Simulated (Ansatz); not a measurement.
cyclo-(SiH2)3 (Si₃H₆). Charge 0, multiplicity 1. Geometry PBE-D4/def2-TZVP; atoms count from 1.

Cartesian coordinates in Å:
```
Si 0.431 1.213 -0.411
H -0.207 2.498 0.003
H 1.594 1.411 -1.326
Si -0.930 -0.666 -0.719
H -0.595 -1.616 -1.821
H -2.400 -0.530 -0.497
Si 0.500 -0.547 1.130
H 1.706 -1.427 1.160
H -0.098 -0.335 2.481
```

Question: Estimate the Mulliken populations from the PBE0/def2-TZVP orbitals of Ansatz.

Answer: 
| atom | charge (e) |
| --- | --- |
| Si1 | -0.02 |
| H2 | 0.01 |
| H3 | 0.01 |
| Si4 | -0.02 |
| H5 | 0.01 |
| H6 | 0.01 |
| Si7 | -0.02 |
| H8 | 0.01 |
| H9 | 0.01 |
Mulliken values depend strongly on the basis.

Question: And the Mayer bond orders between heavy atoms (over 0.3)?

Answer: Si1–Si4 0.98 (2.34 Å); Si1–Si7 0.98 (2.34 Å); Si4–Si7 0.98 (2.34 Å).
